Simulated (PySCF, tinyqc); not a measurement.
FCI on RHF in the sto-6g basis, frozen core, for OH-, spin multiplicity 1, step by step. The basis has no diffuse functions, so it cannot describe the extra electron: this is an exercise in the method, not the real anion. The lowest restricted solution is unstable here: a spin-polarised one lies 0.0002 hartree lower (PySCF). Computed by tinyqc, a small Python program that keeps every step (integrals from PySCF). Settings: charge = -1, multiplicity = 1, basis = sto-6g, method = RHF, frozen orbitals = 1, energy threshold = 1e-10, iteration cap = 89, orthogonalisation = symmetric, start = atomic densities, DIIS depth = 6, ci = FCI, davidson = 1. Command: `OMP_NUM_THREADS=1 python tinyqc.py 25077 25078 out.jsonl` (the two numbers bound the seeds that draw the settings). One thread of a shared host (Intel(R) Xeon(R) Processor @ 2.60GHz), about 0.1 s of CPU time with the checks. The early iterations of the SCF are left out here.

## One-electron integrals

Geometry (angstrom):
```
atom,x,y,z
O,0.000000,0.000000,0.000000
H,0.000000,0.000000,1.487000
```

Basis sto-6g: exponents (1/bohr^2) and contraction coefficients of normalised primitives:
```
element,l (shell),exponent,coefficient
O,s (1),1355.584234,0.009164
O,s (1),248.544885,0.049361
O,s (1),69.533902,0.168538
O,s (1),23.886772,0.370563
O,s (1),9.275933,0.416492
O,s (1),3.820341,0.130334
O,s (2),52.187762,-0.013253
O,s (2),10.329320,-0.046992
O,s (2),3.210345,-0.033785
O,s (2),1.235135,0.250242
O,s (2),0.536420,0.595117
O,s (2),0.245881,0.240706
O,p (3),52.187762,0.003760
O,p (3),10.329320,0.037679
O,p (3),3.210345,0.173897
O,p (3),1.235135,0.418036
O,p (3),0.536420,0.425860
O,p (3),0.245881,0.101708
H,s (1),35.523221,0.009164
H,s (1),6.513144,0.049361
H,s (1),1.822143,0.168538
H,s (1),0.625955,0.370563
H,s (1),0.243077,0.416492
H,s (1),0.100112,0.130334
```

Overlap, kinetic and nuclear-attraction integrals over the contracted functions; the nuclear repulsion is the sum of Za Zb / Rab.

nuclear repulsion = 2.84695204 hartree

overlap S, lower triangle:
```
,1O 1s,1O 2s,1O 2px,1O 2py,1O 2pz,2H 1s
1O 1s,1.000000
1O 2s,0.231145,1.000000
1O 2px,0.000000,0.000000,1.000000
1O 2py,0.000000,0.000000,0.000000,1.000000
1O 2pz,0.000000,0.000000,0.000000,0.000000,1.000000
2H 1s,0.016294,0.206587,0.000000,0.000000,0.201389,1.000000
```

kinetic energy T (hartree), lower triangle:
```
,1O 1s,1O 2s,1O 2px,1O 2py,1O 2pz,2H 1s
1O 1s,29.327197
1O 2s,-0.896024,0.842618
1O 2px,0.000000,0.000000,2.531309
1O 2py,0.000000,0.000000,0.000000,2.531309
1O 2pz,0.000000,0.000000,0.000000,0.000000,2.531309
2H 1s,-0.005093,-0.005201,0.000000,0.000000,0.039682,0.768522
```

nuclear attraction V (hartree), lower triangle:
```
,1O 1s,1O 2s,1O 2px,1O 2py,1O 2pz,2H 1s
1O 1s,-61.614184
1O 2s,-6.233539,-9.356055
1O 2px,0.000000,0.000000,-9.342464
1O 2py,0.000000,0.000000,0.000000,-9.342464
1O 2pz,-0.006805,-0.080970,0.000000,0.000000,-9.382043
2H 1s,-0.500893,-1.330787,0.000000,0.000000,-1.133782,-4.074500
```

core Hamiltonian H = T + V (hartree), lower triangle:
```
,1O 1s,1O 2s,1O 2px,1O 2py,1O 2pz,2H 1s
1O 1s,-32.286987
1O 2s,-7.129563,-8.513437
1O 2px,0.000000,0.000000,-6.811156
1O 2py,0.000000,0.000000,0.000000,-6.811156
1O 2pz,-0.006805,-0.080970,0.000000,0.000000,-6.850734
2H 1s,-0.505987,-1.335988,0.000000,0.000000,-1.094100,-3.305978
```

## Two-electron integrals

Functions are numbered as in S; the eight-fold symmetry (ij|kl) = (ji|kl) = (kl|ij) leaves the list below.

Two-electron integrals (ij|kl) in chemists' order, unique and non-zero (hartree):
```
i,j,k,l,(ij|kl)
1,1,1,1,4.787491
2,1,1,1,0.675884
2,1,2,1,0.121505
2,2,1,1,1.117379
2,2,2,1,0.249212
2,2,2,2,0.817383
3,1,3,1,0.025762
3,2,3,1,0.039145
3,2,3,2,0.180664
3,3,1,1,1.117381
3,3,2,1,0.249212
3,3,2,2,0.817382
3,3,3,3,0.880663
4,1,4,1,0.025762
4,2,4,1,0.039145
4,2,4,2,0.180664
4,3,4,3,0.047461
4,4,1,1,1.117381
4,4,2,1,0.249212
4,4,2,2,0.817382
4,4,3,3,0.785741
4,4,4,4,0.880663
5,1,5,1,0.025762
5,2,5,1,0.039145
5,2,5,2,0.180664
5,3,5,3,0.047461
5,4,5,4,0.047461
5,5,1,1,1.117381
5,5,2,1,0.249212
5,5,2,2,0.817382
5,5,3,3,0.785741
5,5,4,4,0.785741
5,5,5,5,0.880663
6,1,1,1,0.050510
6,1,2,1,0.008718
6,1,2,2,0.017543
6,1,3,3,0.017507
6,1,4,4,0.017507
6,1,5,1,0.000427
6,1,5,2,0.000843
6,1,5,5,0.017613
6,1,6,1,0.000637
6,2,1,1,0.150217
6,2,2,1,0.034107
6,2,2,2,0.127507
6,2,3,3,0.125286
6,2,4,4,0.125286
6,2,5,1,0.002732
6,2,5,2,0.021857
6,2,5,5,0.131951
6,2,6,1,0.002470
6,2,6,2,0.027314
6,3,3,1,0.003403
6,3,3,2,0.020352
6,3,5,3,0.004305
6,3,6,3,0.003424
6,4,4,1,0.003403
6,4,4,2,0.020352
6,4,5,4,0.004305
6,4,6,4,0.003424
6,5,1,1,0.122011
6,5,2,1,0.028044
6,5,2,2,0.111536
6,5,3,3,0.106950
6,5,4,4,0.106950
6,5,5,1,0.005244
6,5,5,2,0.037371
6,5,5,5,0.120708
6,5,6,1,0.002103
6,5,6,2,0.028981
6,5,6,5,0.033689
6,6,1,1,0.354304
6,6,2,1,0.081849
6,6,2,2,0.351130
6,6,3,3,0.340356
6,6,4,4,0.340356
6,6,5,1,0.006568
6,6,5,2,0.074918
6,6,5,5,0.372677
6,6,6,1,0.005941
6,6,6,2,0.106158
6,6,6,5,0.127441
6,6,6,6,0.774999
```

## Orthogonalisation

S = U s U^T; symmetric (Loewdin) form X = U s^(-1/2) U^T, so that X^T S X = 1.

eigenvalues of S: 0.663618  0.856710  1.000000  1.000000  1.127742  1.351931

X, lower triangle:
```
,1O 1s,1O 2s,1O 2px,1O 2py,1O 2pz,2H 1s
1O 1s,1.021133
1O 2s,-0.121710,1.038782
1O 2px,0.000000,0.000000,1.000000
1O 2py,0.000000,0.000000,0.000000,1.000000
1O 2pz,-0.001997,0.017048,0.000000,0.000000,1.016211
2H 1s,0.010961,-0.111393,0.000000,0.000000,-0.106356,1.033537
```

## Iteration 7 (converged): orbitals

converged F (hartree), lower triangle:
```
,1O 1s,1O 2s,1O 2px,1O 2py,1O 2pz,2H 1s
1O 1s,-19.848705
1O 2s,-4.816616,-1.751426
1O 2px,0.000000,0.000000,0.125034
1O 2py,0.000000,0.000000,0.000000,0.125034
1O 2pz,-0.010183,0.034130,0.000000,0.000000,0.561752
2H 1s,-0.344047,-0.296165,0.000000,0.000000,-0.215037,0.150234
```

Diagonalise F' = X^T F X, C = X C', fill 5 alpha and 5 beta electrons from the bottom; D = 2 C_occ C_occ^T. Each column has its largest component positive (the first on a tie).

F' = X^T F X (hartree), lower triangle:
```
,1,2,3,4,5,6
1,-19.532015
2,-2.460629,-0.902693
3,0.000000,0.000000,0.125034
4,0.000000,0.000000,0.000000,0.125034
5,-0.025973,0.086440,0.000000,0.000000,0.630186
6,-0.013062,-0.197568,0.000000,0.000000,-0.315381,0.262985
```

orbital energies (hartree): MO1 -19.851628, MO2 -0.625960, MO3 0.102836, MO4 0.125034, MO5 0.125034, MO6 0.833215

coefficients C:
```
,MO1,MO2,MO3,MO4,MO5,MO6
1O 1s,0.996971,-0.244752,0.048367,0.000000,0.000000,-0.038156
1O 2s,0.012888,0.999445,-0.259156,0.000000,0.000000,0.200905
1O 2px,0.000000,0.000000,0.000000,-0.356766,0.934194,0.000000
1O 2py,0.000000,0.000000,0.000000,0.934194,0.356766,0.000000
1O 2pz,0.000767,-0.022806,0.443682,0.000000,0.000000,0.920280
2H 1s,-0.001570,0.106955,0.824083,0.000000,0.000000,-0.633627
```

D after iteration 7, lower triangle:
```
,1O 1s,1O 2s,1O 2px,1O 2py,1O 2pz,2H 1s
1O 1s,2.112388
1O 2s,-0.488604,2.132435
1O 2px,0.000000,0.000000,2.000000
1O 2py,0.000000,0.000000,0.000000,2.000000
1O 2pz,0.055611,-0.275532,0.000000,0.000000,0.394749
2H 1s,0.024230,-0.213382,0.000000,0.000000,0.726381,1.381109
```

Within a degenerate level the vectors are fixed only up to a rotation; this is one choice.

## Convergence

Stop when the energy changes by less than 1e-10 hartree and every element of the error matrix X^T (F D S - S D F) X is below 3e-06.

Course of the cycle:
```
iteration,E (hartree),change,largest element of the error matrix
1,-79.62249660,-,4.94e-01
2,-74.72899228,4.89e+00,4.03e-02
3,-74.73010453,-1.11e-03,1.34e-03
4,-74.73010609,-1.56e-06,2.07e-04
5,-74.73010613,-3.10e-08,1.75e-05
6,-74.73010613,-2.02e-10,1.19e-07
7,-74.73010613,-2.84e-14,5.19e-08
```

PySCF RHF in the same basis = -74.73010613 hartree

Converged in 7 iterations.

## Integrals over molecular orbitals

(pq|rs) = sum C_ip C_jq C_kr C_ls (ij|kl), one index at a time.

one-electron integrals over orbitals h = C^T H C (hartree), lower triangle:
```
,1,2,3,4,5,6
1,-32.274688
2,0.633954,-7.241636
3,-0.122672,0.537482,-4.313738
4,0.000000,0.000000,0.000000,-6.811156
5,0.000000,0.000000,0.000000,0.000000,-6.811156
6,0.099368,-0.475819,-1.627332,0.000000,0.000000,-5.848436
```

Two-electron integrals over orbitals (pq|rs), unique and non-zero (hartree); the lowest 1 orbital is frozen and left out:
```
p,q,r,s,(pq|rs)
2,2,2,2,0.770826
3,2,2,2,-0.069145
3,2,3,2,0.078460
3,3,2,2,0.479227
3,3,3,2,0.039016
3,3,3,3,0.610063
4,2,4,2,0.167072
4,3,4,2,-0.027249
4,3,4,3,0.017608
4,4,2,2,0.791135
4,4,3,2,-0.075696
4,4,3,3,0.463170
4,4,4,4,0.880663
5,2,5,2,0.167072
5,3,5,2,-0.027249
5,3,5,3,0.017608
5,4,5,4,0.047461
5,5,2,2,0.791135
5,5,3,2,-0.075696
5,5,3,3,0.463170
5,5,4,4,0.785741
5,5,5,5,0.880663
6,2,2,2,0.043688
6,2,3,2,0.067475
6,2,3,3,0.009324
6,2,4,4,0.051313
6,2,5,5,0.051313
6,2,6,2,0.121641
6,3,2,2,0.191078
6,3,3,2,-0.076682
6,3,3,3,-0.066398
6,3,4,4,0.194644
6,3,5,5,0.194644
6,3,6,2,0.003569
6,3,6,3,0.187034
6,4,4,2,0.020420
6,4,4,3,0.017460
6,4,6,4,0.038262
6,5,5,2,0.020420
6,5,5,3,0.017460
6,5,6,5,0.038262
6,6,2,2,0.684508
6,6,3,2,-0.013174
6,6,3,3,0.554706
6,6,4,4,0.677122
6,6,5,5,0.677122
6,6,6,2,0.060523
6,6,6,3,0.109950
6,6,6,6,0.700922
```

## FCI: determinants and Hamiltonian

one-electron integrals dressed by the frozen orbital, h + 2 (pq|11) - (p1|1q) (hartree), lower triangle:
```
,2,3,4,5,6
2,-5.107179
3,0.278416,-3.204686
4,0.000000,0.000000,-4.603580
5,0.000000,0.000000,0.000000,-4.603580
6,-0.303432,-0.991940,0.000000,0.000000,-3.968504
```

energy of the frozen orbital, 2 h_11 + (11|11) = -59.78497729 hartree

Hartree-Fock energy = -74.73010613 hartree

Slater-Condon rules over spin orbitals, with the nuclear repulsion and the energy of the frozen orbital added and E(HF) subtracted on the diagonal. Only determinants linked to the reference directly or through others are kept (one block of an abelian symmetry group), so some states are absent.

Occupation strings over the orbitals (2 doubly, a alpha, b beta, 0 empty; spin orbitals ordered 1a 1b 2a 2b ...): 222220 22a22b 2a222b 22b22a 2b222a 222202 222022 220222 2ab222 2ba222 202222

H - E(HF) between determinants (hartree), lower triangle:
```
,222220,22a22b,2a222b,22b22a,2b222a,222202,222022,220222,2ab222,2ba222,202222
222220,0.000000
22a22b,0.000000,0.362707
2a222b,0.000000,0.016742,0.896307
22b22a,0.000000,-0.187034,-0.003569,0.362707
2b222a,0.000000,-0.003569,-0.121641,0.016742,0.896307
222202,0.038262,-0.017460,-0.020420,0.017460,0.020420,0.365982
222022,0.038262,-0.017460,-0.020420,0.017460,0.020420,0.047461,0.365982
220222,0.187034,0.176348,0.076682,-0.176348,-0.076682,0.017608,0.017608,0.926985
2ab222,-0.003569,-0.076682,0.081127,0.051199,-0.067475,0.027249,0.027249,-0.068932,1.199948
2ba222,0.003569,0.051199,-0.067475,-0.076682,0.081127,-0.027249,-0.027249,0.068932,-0.078460,1.199948
202222,0.121641,-0.067475,0.016836,0.067475,-0.016836,0.167072,0.167072,0.078460,0.039229,-0.039229,1.895346
```

## FCI: roots

Diagonalise (each vector has its largest component positive (the first on a tie)); all determinants have Ms = 0, so triplets appear too. The lowest singlet root is the correlation energy.

lowest roots of this matrix, relative to E(HF) (hartree): -0.048063  0.174681  0.318521  0.360470  0.430789  0.774464  0.847427  1.122683

lowest vectors:
```
,root 1,root 2,root 3,root 4
222220,0.972775,0.000000,0.000000,-0.001744
22a22b,0.051346,0.706665,0.000000,0.238839
2a222b,0.012280,-0.015954,0.000000,0.063971
22b22a,-0.051346,0.706665,0.000000,-0.238839
2b222a,-0.012280,-0.015954,0.000000,-0.063971
222202,-0.053315,0.000000,0.707107,0.642647
222022,-0.053315,0.000000,-0.707107,0.642647
220222,-0.202076,0.000000,0.000000,-0.196480
2ab222,-0.000931,0.019250,0.000000,-0.025347
2ba222,0.000931,0.019250,0.000000,0.025347
202222,-0.040172,0.000000,0.000000,-0.108831
```

<S^2> of these roots: 0.000000  2.000000  0.000000  0.000000  0.000000  2.000000  0.000000  2.000000

weight of the ground state by excitation level 0, 1, 2, ...: 0.946290  0.005574  0.048135

## The lowest root by the Davidson method

Start from the reference; add the residual divided by (theta - H_ii), orthogonalised, at each step.

Davidson iterations:
```
iteration,subspace,lowest Ritz value (hartree),residual norm
1,1,0,2.30e-01
2,2,-0.04374417,4.80e-02
3,3,-0.04785006,1.65e-02
4,4,-0.04806062,1.73e-03
5,5,-0.04806342,4.88e-06
6,6,-0.04806342,8.55e-07
7,7,-0.04806342,8.76e-17
```
